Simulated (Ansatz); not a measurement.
```yaml
crystal:
  periodic: [false, false, false]
  atoms:
    - {symbol: Y, position_ang: [0.018446, 0.001507, -0.589960]}
    - {symbol: F, position_ang: [-0.052073, 1.244923, 1.383313]}
    - {symbol: F, position_ang: [-0.034246, -1.251975, 1.377492]}
basis:
  gaussian: {orbitals: def2-TZVP}
magnetization: {spin_polarized: true, initial_magnetization: 3}
hamiltonian: {xc: pbe0}
relax: {f_tol: 0.004, max_steps: 80}
```

```sh
$ ansatz run in.yaml --threads 1 --pin off --events-out ev --progress --plain --max-ram 2176MiB
```

Steps of the relaxation (energy above the last step; positions in Å, forces in eV/Å):

```
3
step 1, 539.2 meV
Y     0.018    0.002   -0.590   -0.038   -0.003    1.203
F    -0.052    1.245    1.383    0.028   -1.275   -0.605
F    -0.034   -1.252    1.377    0.010    1.278   -0.599
```

```
3
step 2, 84.1 meV
Y     0.017    0.001   -0.557    0.006    0.000   -0.180
F    -0.050    1.051    1.366    0.002   -0.726    0.088
F    -0.035   -1.058    1.361   -0.008    0.726    0.092
```

```
3
step 3, 208.8 meV
Y     0.019    0.002   -0.621   -0.010   -0.001    0.326
F    -0.050    0.860    1.398   -0.013    2.479   -0.157
F    -0.037   -0.867    1.394    0.023   -2.478   -0.169
```

```
3
step 4, 0.1 meV
Y     0.018    0.002   -0.589   -0.001    0.000    0.023
F    -0.050    0.955    1.382    0.000    0.024   -0.012
F    -0.036   -0.962    1.378    0.001   -0.023   -0.012
```

```
3
step 6, 0.0 meV
Y     0.018    0.002   -0.588    0.000    0.000   -0.001
F    -0.050    0.957    1.381    0.000    0.001    0.000
F    -0.036   -0.964    1.377    0.000   -0.001    0.000
```

Close pairs at the end: Y1–F3 2.190 Å, Y1–F2 2.190 Å.

A stationary point of unrestricted PBE0 after 6 steps, with ⟨S²⟩ = 3.757 against 3.75 for a pure state; no frequencies were run, so it isn't proven a minimum. 69 s on 1 thread of Intel Xeon 6975P-C, shared host.
